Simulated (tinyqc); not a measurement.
Worked calculation (part 1 of 2): RKS/PBE0 in the sto-3g basis, for H2F+, spin multiplicity 1. Computed by tinyqc, a small Python program that keeps every step (integrals from PySCF). Settings: charge = 1, multiplicity = 1, basis = sto-3g, energy threshold = 1e-10, iteration cap = 50, orthogonalisation = symmetric, start = random, DIIS depth = 0, method = RKS, functional = pbe0, grid = [20, 50]. Command: `OMP_NUM_THREADS=1 python tinyqc.py 22034 22035 out.jsonl` (the two numbers bound the seeds that draw the settings). One thread of a shared host (Intel(R) Xeon(R) Processor @ 2.60GHz), about 0.9 s of CPU time with the checks. Later iterations appear only in the table of the cycle.

## One-electron integrals

Geometry (angstrom):
```
atom         x          y         z
F     0.000000   0.000000  0.000000
H     0.000000   0.910000  0.729000
H     0.000000  -0.910000  0.729000
```

Basis sto-3g: exponents (1/bohr^2) and contraction coefficients of normalised primitives:
```
element  l (shell)    exponent  coefficient
F            s (1)  166.679130     0.154329
F            s (1)   30.360812     0.535328
F            s (1)    8.216821     0.444635
F            s (2)    6.464803    -0.099967
F            s (2)    1.502281     0.399513
F            s (2)    0.488588     0.700115
F            p (3)    6.464803     0.155916
F            p (3)    1.502281     0.607684
F            p (3)    0.488588     0.391957
H            s (1)    3.425251     0.154329
H            s (1)    0.623914     0.535328
H            s (1)    0.168855     0.444635
```

Overlap, kinetic and nuclear-attraction integrals over the contracted functions; the nuclear repulsion is the sum of Za Zb / Rab.

nuclear repulsion = 8.45991824 hartree

overlap S, order 1F 1s, 1F 2s, 1F 2px, 1F 2py, 1F 2pz, 2H 1s, 3H 1s:
```
[[1.000000, 0.237990, 0.000000, 0.000000, 0.000000, 0.027278, 0.027278],
 [0.237990, 1.000000, 0.000000, 0.000000, 0.000000, 0.300543, 0.300543],
 [0.000000, 0.000000, 1.000000, 0.000000, 0.000000, 0.000000, 0.000000],
 [0.000000, 0.000000, 0.000000, 1.000000, 0.000000, 0.201729, -0.201729],
 [0.000000, 0.000000, 0.000000, 0.000000, 1.000000, 0.161605, 0.161605],
 [0.027278, 0.300543, 0.000000, 0.201729, 0.161605, 1.000000, 0.159055],
 [0.027278, 0.300543, 0.000000, -0.201729, 0.161605, 0.159055, 1.000000]]
```

kinetic energy T (hartree), order 1F 1s, 1F 2s, 1F 2px, 1F 2py, 1F 2pz, 2H 1s, 3H 1s:
```
[[36.984577, -0.212858, 0.000000, 0.000000, 0.000000, -0.007723, -0.007723],
 [-0.212858, 1.037995, 0.000000, 0.000000, 0.000000, 0.032021, 0.032021],
 [0.000000, 0.000000, 3.248015, 0.000000, 0.000000, 0.000000, 0.000000],
 [0.000000, 0.000000, 0.000000, 3.248015, 0.000000, 0.091979, -0.091979],
 [0.000000, 0.000000, 0.000000, 0.000000, 3.248015, 0.073685, 0.073685],
 [-0.007723, 0.032021, 0.000000, 0.091979, 0.073685, 0.760032, -0.006731],
 [-0.007723, 0.032021, 0.000000, -0.091979, 0.073685, -0.006731, 0.760032]]
```

nuclear attraction V (hartree), order 1F 1s, 1F 2s, 1F 2px, 1F 2py, 1F 2pz, 2H 1s, 3H 1s:
```
[[-77.917264, -9.392828, 0.000000, 0.000000, -0.011645, -1.102620, -1.102620],
 [-9.392828, -12.447956, 0.000000, 0.000000, -0.144509, -2.728205, -2.728205],
 [0.000000, 0.000000, -12.313303, 0.000000, 0.000000, 0.000000, 0.000000],
 [0.000000, 0.000000, 0.000000, -12.389828, 0.000000, -1.565963, 1.565963],
 [-0.011645, -0.144509, 0.000000, 0.000000, -12.362413, -1.289723, -1.289723],
 [-1.102620, -2.728205, 0.000000, -1.565963, -1.289723, -5.536469, -0.984951],
 [-1.102620, -2.728205, 0.000000, 1.565963, -1.289723, -0.984951, -5.536469]]
```

core Hamiltonian H = T + V (hartree), order 1F 1s, 1F 2s, 1F 2px, 1F 2py, 1F 2pz, 2H 1s, 3H 1s:
```
[[-40.932688, -9.605686, 0.000000, 0.000000, -0.011645, -1.110343, -1.110343],
 [-9.605686, -11.409961, 0.000000, 0.000000, -0.144509, -2.696184, -2.696184],
 [0.000000, 0.000000, -9.065288, 0.000000, 0.000000, 0.000000, 0.000000],
 [0.000000, 0.000000, 0.000000, -9.141813, 0.000000, -1.473984, 1.473984],
 [-0.011645, -0.144509, 0.000000, 0.000000, -9.114399, -1.216039, -1.216039],
 [-1.110343, -2.696184, 0.000000, -1.473984, -1.216039, -4.776437, -0.991683],
 [-1.110343, -2.696184, 0.000000, 1.473984, -1.216039, -0.991683, -4.776437]]
```

## Two-electron integrals

Functions are numbered as in S; the eight-fold symmetry (ij|kl) = (ji|kl) = (kl|ij) leaves the list below.

Two-electron integrals (ij|kl) in chemists' order, unique and non-zero (hartree):
```
(11|11) 5.403501    (21|11) 0.841920    (21|21) 0.156299    (22|11) 1.268028
(22|21) 0.292344    (22|22) 0.926167    (31|31) 0.027998    (32|31) 0.043169
(32|32) 0.204588    (33|11) 1.264502    (33|21) 0.292403    (33|22) 0.925959
(33|33) 0.997514    (41|41) 0.027998    (42|41) 0.043169    (42|42) 0.204588
(43|43) 0.053770    (44|11) 1.264502    (44|21) 0.292403    (44|22) 0.925959
(44|33) 0.889973    (44|44) 0.997514    (51|51) 0.027998    (52|51) 0.043169
(52|52) 0.204588    (53|53) 0.053770    (54|54) 0.053770    (55|11) 1.264502
(55|21) 0.292403    (55|22) 0.925959    (55|33) 0.889973    (55|44) 0.889973
(55|55) 0.997514    (61|11) 0.097677    (61|21) 0.017993    (61|22) 0.033483
(61|33) 0.033432    (61|41) 0.000566    (61|42) 0.001068    (61|44) 0.033529
(61|51) 0.000454    (61|52) 0.000856    (61|54) 0.000078    (61|55) 0.033494
(61|61) 0.002092    (62|11) 0.264481    (62|21) 0.061869    (62|22) 0.220747
(62|33) 0.217429    (62|41) 0.003284    (62|42) 0.026375    (62|44) 0.223357
(62|51) 0.002631    (62|52) 0.021129    (62|54) 0.004749    (62|55) 0.221234
(62|61) 0.007235    (62|62) 0.066518    (63|31) 0.006267    (63|32) 0.037933
(63|43) 0.005453    (63|53) 0.004368    (63|63) 0.009556    (64|11) 0.146049
(64|21) 0.034585    (64|22) 0.132111    (64|33) 0.126589    (64|41) 0.007866
(64|42) 0.052781    (64|44) 0.140849    (64|51) 0.001280    (64|52) 0.011895
(64|54) 0.007056    (64|55) 0.128742    (64|61) 0.004201    (64|62) 0.048920
(64|64) 0.045297    (65|11) 0.116999    (65|21) 0.027706    (65|22) 0.105834
(65|33) 0.101410    (65|41) 0.001280    (65|42) 0.011895    (65|44) 0.104098
(65|51) 0.007293    (65|52) 0.047462    (65|54) 0.007606    (65|55) 0.111872
(65|61) 0.003365    (65|62) 0.039189    (65|64) 0.028632    (65|65) 0.032493
(66|11) 0.446385    (66|21) 0.106105    (66|22) 0.437663    (66|33) 0.423717
(66|41) 0.006555    (66|42) 0.075235    (66|44) 0.448939    (66|51) 0.005251
(66|52) 0.060271    (66|54) 0.020205    (66|55) 0.439904    (66|61) 0.012464
(66|62) 0.174970    (66|64) 0.149976    (66|65) 0.120146    (66|66) 0.774606
(71|11) 0.097677    (71|21) 0.017993    (71|22) 0.033483    (71|33) 0.033432
(71|41) -0.000566   (71|42) -0.001068   (71|44) 0.033529    (71|51) 0.000454
(71|52) 0.000856    (71|54) -0.000078   (71|55) 0.033494    (71|61) 0.002068
(71|62) 0.007056    (71|64) 0.003787    (71|65) 0.003285    (71|66) 0.012093
(71|71) 0.002092    (72|11) 0.264481    (72|21) 0.061869    (72|22) 0.220747
(72|33) 0.217429    (72|41) -0.003284   (72|42) -0.026375   (72|44) 0.223357
(72|51) 0.002631    (72|52) 0.021129    (72|54) -0.004749   (72|55) 0.221234
(72|61) 0.007056    (72|62) 0.054374    (72|64) 0.027606    (72|65) 0.031092
(72|66) 0.116435    (72|71) 0.007235    (72|72) 0.066518    (73|31) 0.006267
(73|32) 0.037933    (73|43) -0.005453   (73|53) 0.004368    (73|63) 0.007556
(73|73) 0.009556    (74|11) -0.146049   (74|21) -0.034585   (74|22) -0.132111
(74|33) -0.126589   (74|41) 0.007866    (74|42) 0.052781    (74|44) -0.140849
(74|51) -0.001280   (74|52) -0.011895   (74|54) 0.007056    (74|55) -0.128742
(74|61) -0.003787   (74|62) -0.027606   (74|64) -0.006761   (74|65) -0.015503
(74|66) -0.054587   (74|71) -0.004201   (74|72) -0.048920   (74|74) 0.045297
(75|11) 0.116999    (75|21) 0.027706    (75|22) 0.105834    (75|33) 0.101410
(75|41) -0.001280   (75|42) -0.011895   (75|44) 0.104098    (75|51) 0.007293
(75|52) 0.047462    (75|54) -0.007606   (75|55) 0.111872    (75|61) 0.003285
(75|62) 0.031092    (75|64) 0.015503    (75|65) 0.025140    (75|66) 0.073424
(75|71) 0.003365    (75|72) 0.039189    (75|74) -0.028632   (75|75) 0.032493
(76|11) 0.088697    (76|21) 0.020988    (76|22) 0.082963    (76|33) 0.081235
(76|44) 0.082594    (76|51) 0.001339    (76|52) 0.013540    (76|55) 0.084972
(76|61) 0.002434    (76|62) 0.025957    (76|64) 0.016794    (76|65) 0.017513
(76|66) 0.078117    (76|71) 0.002434    (76|72) 0.025957    (76|74) -0.016794
(76|75) 0.017513    (76|76) 0.013456    (77|11) 0.446385    (77|21) 0.106105
(77|22) 0.437663    (77|33) 0.423717    (77|41) -0.006555   (77|42) -0.075235
(77|44) 0.448939    (77|51) 0.005251    (77|52) 0.060271    (77|54) -0.020205
(77|55) 0.439904    (77|61) 0.012093    (77|62) 0.116435    (77|64) 0.054587
(77|65) 0.073424    (77|66) 0.288861    (77|71) 0.012464    (77|72) 0.174970
(77|74) -0.149976   (77|75) 0.120146    (77|76) 0.078117    (77|77) 0.774606
```

## Orthogonalisation

S = U s U^T; symmetric (Loewdin) form X = U s^(-1/2) U^T, so that X^T S X = 1.

eigenvalues of S: [0.545026, 0.624307, 0.896357, 1.000000, 1.101882, 1.216638, 1.615791]

X, order 1F 1s, 1F 2s, 1F 2px, 1F 2py, 1F 2pz, 2H 1s, 3H 1s:
```
[[1.023237, -0.131728, 0.000000, 0.000000, -0.004347, 0.014603, 0.014603],
 [-0.131728, 1.096346, 0.000000, 0.000000, 0.038917, -0.158040, -0.158040],
 [0.000000, 0.000000, 1.000000, 0.000000, 0.000000, 0.000000, 0.000000],
 [0.000000, 0.000000, 0.000000, 1.037910, 0.000000, -0.122266, 0.122266],
 [-0.004347, 0.038917, 0.000000, 0.000000, 1.020418, -0.083259, -0.083259],
 [0.014603, -0.158040, 0.000000, -0.122266, -0.083259, 1.072213, -0.062098],
 [0.014603, -0.158040, 0.000000, 0.122266, -0.083259, -0.062098, 1.072213]]
```

## Starting guess

The start is random orthonormal orbitals; D = 2 C_occ C_occ^T.

D at the start, order 1F 1s, 1F 2s, 1F 2px, 1F 2py, 1F 2pz, 2H 1s, 3H 1s:
```
[[1.372234, -0.273889, 0.344501, -0.209003, -0.053939, 0.201257, -0.914167],
 [-0.273889, 1.763773, -0.292192, -0.149514, -0.265691, 0.430794, -0.184829],
 [0.344501, -0.292192, 1.805484, 0.040000, -0.107971, 0.228210, 0.485204],
 [-0.209003, -0.149514, 0.040000, 2.076453, -0.176966, -0.105522, 0.284491],
 [-0.053939, -0.265691, -0.107971, -0.176966, 1.747357, 0.502226, -0.306942],
 [0.201257, 0.430794, 0.228210, -0.105522, 0.502226, 0.410519, -0.265650],
 [-0.914167, -0.184829, 0.485204, 0.284491, -0.306942, -0.265650, 1.024335]]
```

## Iteration 1: exchange-correlation on the grid

Becke grid with 20 radial and 50 angular points per atom, points of zero weight dropped. rho = sum D_ij phi_i phi_j; V_xc,ij = sum w v_xc phi_i phi_j plus the gradient terms; v_xc is d(rho eps)/d rho at fixed gradient. Exact exchange is left to K.

The 16 grid points with the largest w rho, of 2990 (bohr, atomic units):
```
x                  y          z         w       rho  |grad rho|^2     eps_xc       v_xc
0.000000    0.738980  -0.738980  0.094599  0.514674      2.636401  -0.515268  -0.638829
-0.738980  -0.738980   0.000000  0.092497  0.509778      2.757309  -0.514776  -0.634460
-0.738980   0.000000  -0.738980  0.094697  0.494593      2.463526  -0.509431  -0.629899
0.000000   -0.738980  -0.738980  0.094599  0.493305      2.426697  -0.508897  -0.629697
-0.544263  -0.544263   0.000000  0.041284  1.105992      6.964365  -0.644402  -0.836539
0.000000    0.544263  -0.544263  0.041420  1.091086      6.444660  -0.641567  -0.833651
-0.738980   0.738980   0.000000  0.092497  0.483647      2.306592  -0.505781  -0.625909
-0.603375   0.603375  -0.603375  0.088410  0.504739      2.559210  -0.512449  -0.634319
-0.603375  -0.603375  -0.603375  0.088410  0.502226      2.557889  -0.511835  -0.632914
0.738980    0.000000  -0.738980  0.094697  0.467829      2.145780  -0.500774  -0.619132
-0.544263   0.000000  -0.544263  0.041426  1.054083      5.992726  -0.634778  -0.824565
0.000000   -0.544263  -0.544263  0.041420  1.051922      6.238540  -0.634509  -0.823373
0.603375    0.603375  -0.603375  0.088410  0.487673      2.332960  -0.506943  -0.627844
-0.315102  -0.945307  -0.315102  0.082963  0.513623      2.706838  -0.515401  -0.637302
-0.738980   0.000000   0.738980  0.093462  0.455788      2.083004  -0.497285  -0.612904
-0.315102   0.315102  -0.945307  0.084622  0.502818      2.530982  -0.511823  -0.633628
```

electrons on the grid, sum of w rho = 10.002189

E_xc = sum of w rho eps_xc = -6.72304510 hartree

V_xc (hartree), order 1F 1s, 1F 2s, 1F 2px, 1F 2py, 1F 2pz, 2H 1s, 3H 1s:
```
[[-2.328820, -0.333670, -0.005095, 0.005413, 0.004078, -0.038796, -0.039028],
 [-0.333670, -0.707024, 0.005955, 0.004876, 0.010018, -0.154658, -0.155425],
 [-0.005095, 0.005955, -0.698640, -0.000445, 0.002293, 0.000688, 0.000412],
 [0.005413, 0.004876, -0.000445, -0.710212, 0.002285, -0.090519, 0.092891],
 [0.004078, 0.010018, 0.002293, 0.002285, -0.700145, -0.072041, -0.072592],
 [-0.038796, -0.154658, 0.000688, -0.090519, -0.072041, -0.304581, -0.051827],
 [-0.039028, -0.155425, 0.000412, 0.092891, -0.072592, -0.051827, -0.344083]]
```

## Iteration 1: building the Kohn-Sham matrix

J_ij = sum D_kl (ij|kl), K_ij = sum D_kl (ik|jl); F = H + J - 0.125 K + V_xc; E = tr D H + tr D J / 2 - 0.0625 tr D K + E_xc + E_nn.

Coulomb J (hartree), order 1F 1s, 1F 2s, 1F 2px, 1F 2py, 1F 2pz, 2H 1s, 3H 1s:
```
[[16.824436, 3.361065, 0.003006, -0.018442, -0.016639, 0.385877, 0.386719],
 [3.361065, 9.008976, -0.035690, -0.052403, -0.015653, 2.137641, 2.159366],
 [0.003006, -0.035690, 8.977254, 0.001499, -0.005378, -0.006662, -0.006507],
 [-0.018442, -0.052403, 0.001499, 9.034566, -0.010578, 1.273541, -1.313024],
 [-0.016639, -0.015653, -0.005378, -0.010578, 8.996432, 1.029166, 1.044666],
 [0.385877, 2.137641, -0.006662, 1.273541, 1.029166, 4.403154, 0.823830],
 [0.386719, 2.159366, -0.006507, -1.313024, 1.044666, 0.823830, 4.583435]]
```

exchange K (hartree), order 1F 1s, 1F 2s, 1F 2px, 1F 2py, 1F 2pz, 2H 1s, 3H 1s:
```
[[7.258185, 1.351532, 0.375538, -0.128894, -0.225064, 0.212562, -0.165111],
 [1.351532, 2.914183, -0.032552, -0.066501, -0.223182, 0.858892, 0.628569],
 [0.375538, -0.032552, 2.399094, 0.003815, -0.026433, 0.074881, 0.152848],
 [-0.128894, -0.066501, 0.003815, 2.614172, -0.036862, 0.404930, -0.382777],
 [-0.225064, -0.223182, -0.026433, -0.036862, 2.411339, 0.432378, 0.206308],
 [0.212562, 0.858892, 0.074881, 0.404930, 0.432378, 0.756438, 0.210474],
 [-0.165111, 0.628569, 0.152848, -0.382777, 0.206308, 0.210474, 0.845046]]
```

Kohn-Sham matrix F (hartree), order 1F 1s, 1F 2s, 1F 2px, 1F 2py, 1F 2pz, 2H 1s, 3H 1s:
```
[[-27.344345, -6.747232, -0.049032, 0.003083, 0.003926, -0.789832, -0.742014],
 [-6.747232, -3.472282, -0.025667, -0.039214, -0.122245, -0.820562, -0.770814],
 [-0.049032, -0.025667, -1.086561, 0.000577, 0.000219, -0.015334, -0.025200],
 [0.003083, -0.039214, 0.000577, -1.144231, -0.003685, -0.341579, 0.301698],
 [0.003926, -0.122245, 0.000219, -0.003685, -1.119529, -0.312960, -0.269754],
 [-0.789832, -0.820562, -0.015334, -0.341579, -0.312960, -0.772419, -0.245988],
 [-0.742014, -0.770814, -0.025200, 0.301698, -0.269754, -0.245988, -0.642717]]
```

total energy of this density = -80.92042448 hartree

## Iteration 1: diagonalisation and new density

Diagonalise F' = X^T F X, C = X C', fill 5 alpha and 5 beta electrons from the bottom; D = 2 C_occ C_occ^T. Each column has its largest component positive (the first on a tie).

F' = X^T F X (hartree):
```
[[-26.911458, -3.301812, -0.047383, 0.013438, -0.001925, -0.099394, -0.047494],
 [-3.301812, -2.264170, -0.015266, -0.035053, -0.071031, -0.273177, -0.248906],
 [-0.047383, -0.015266, -1.086561, -0.000607, 0.002812, -0.011625, -0.022675],
 [0.013438, -0.035053, -0.000607, -1.083165, 0.002227, -0.186480, 0.171651],
 [-0.001925, -0.071031, 0.002812, 0.002227, -1.083953, -0.160864, -0.121626],
 [-0.099394, -0.273177, -0.011625, -0.186480, -0.160864, -0.562031, -0.053578],
 [-0.047494, -0.248906, -0.022675, 0.171651, -0.121626, -0.053578, -0.444481]]
```

orbital energies (hartree): [-27.347122, -1.940356, -1.170250, -1.115595, -1.086892, -0.438871, -0.336733]

coefficients C, order 1F 1s, 1F 2s, 1F 2px, 1F 2py, 1F 2pz, 2H 1s, 3H 1s:
```
[[0.997367, -0.248319, 0.021106, 0.050142, 0.004211, 0.064643, 0.035395],
 [0.011332, 0.997522, -0.091528, -0.226861, -0.029332, -0.410291, -0.215809],
 [0.001869, 0.016704, -0.028047, 0.019684, 0.998741, -0.023555, -0.022453],
 [-0.000579, 0.049051, 0.913226, -0.114880, 0.030961, -0.253779, 0.438414],
 [0.000587, 0.149454, 0.075379, 0.936434, -0.030484, -0.363497, -0.136616],
 [-0.000966, 0.043654, 0.177721, 0.130494, 0.017292, 1.008555, -0.364096],
 [-0.003362, 0.008951, -0.127562, 0.082268, 0.024727, 0.274859, 1.049418]]
```

D after iteration 1, order 1F 1s, 1F 2s, 1F 2px, 1F 2py, 1F 2pz, 2H 1s, 3H 1s:
```
[[2.118761, -0.499665, 0.004635, 0.001775, 0.023781, -0.002873, -0.008078],
 [-0.499665, 2.111766, -0.029020, -0.019019, -0.138711, -0.005685, 0.002355],
 [0.004635, -0.029020, 1.997882, 0.007732, -0.023259, 0.031164, 0.060073],
 [0.001775, -0.019019, 0.007732, 1.701087, -0.064707, 0.299972, -0.249474],
 [0.023781, -0.138711, -0.023259, -0.064707, 1.811712, 0.283184, 0.136010],
 [-0.002873, -0.005685, 0.031164, 0.299972, 0.283184, 0.101638, -0.022227],
 [-0.008078, 0.002355, 0.060073, -0.249474, 0.136010, -0.022227, 0.047486]]
```

## Iteration 2: exchange-correlation on the grid

As before.

The 16 grid points with the largest w rho, of 2990 (bohr, atomic units):
```
x                  y          z         w       rho  |grad rho|^2     eps_xc       v_xc
0.738980    0.000000  -0.738980  0.094697  0.501972      2.516847  -0.511537  -0.633347
-0.738980   0.000000  -0.738980  0.094697  0.499332      2.499923  -0.510798  -0.632087
0.000000    0.738980  -0.738980  0.094599  0.485140      2.346391  -0.506399  -0.626171
-0.738980   0.000000   0.738980  0.093462  0.487355      2.289928  -0.506603  -0.628311
-0.738980  -0.738980   0.000000  0.092497  0.489224      2.339310  -0.507366  -0.628644
-0.738980   0.738980   0.000000  0.092497  0.484796      2.273610  -0.505864  -0.627082
0.738980   -0.738980   0.000000  0.092497  0.484202      2.257787  -0.505618  -0.626980
0.738980    0.738980   0.000000  0.092497  0.483546      2.240836  -0.505349  -0.626861
0.738980    0.000000   0.738980  0.093462  0.477297      2.160616  -0.503271  -0.624484
0.000000   -0.738980  -0.738980  0.094599  0.467297      2.175474  -0.500841  -0.618325
0.544263    0.000000  -0.544263  0.041426  1.066876      6.180662  -0.637158  -0.827653
-0.544263   0.000000  -0.544263  0.041426  1.062888      6.149586  -0.636431  -0.826628
0.603375    0.603375  -0.603375  0.088410  0.494459      2.432112  -0.509211  -0.630280
-0.603375   0.603375  -0.603375  0.088410  0.491520      2.411945  -0.508370  -0.628886
0.000000    0.544263  -0.544263  0.041420  1.030758      5.760800  -0.630436  -0.818615
-0.544263  -0.544263   0.000000  0.041284  1.032409      5.705347  -0.630710  -0.819218
```

electrons on the grid, sum of w rho = 10.002327

E_xc = sum of w rho eps_xc = -8.40021988 hartree

V_xc (hartree), order 1F 1s, 1F 2s, 1F 2px, 1F 2py, 1F 2pz, 2H 1s, 3H 1s:
```
[[-2.624118, -0.365431, 0.000109, 0.000101, 0.000476, -0.042731, -0.042745],
 [-0.365431, -0.717970, 0.000690, -0.000049, 0.000825, -0.153155, -0.151587],
 [0.000109, 0.000690, -0.716102, -0.000171, 0.000580, 0.000053, 0.000035],
 [0.000101, -0.000049, -0.000171, -0.710633, 0.001368, -0.086894, 0.084723],
 [0.000476, 0.000825, 0.000580, 0.001368, -0.712806, -0.069986, -0.068412],
 [-0.042731, -0.153155, 0.000053, -0.086894, -0.069986, -0.249894, -0.046034],
 [-0.042745, -0.151587, 0.000035, 0.084723, -0.068412, -0.046034, -0.225692]]
```
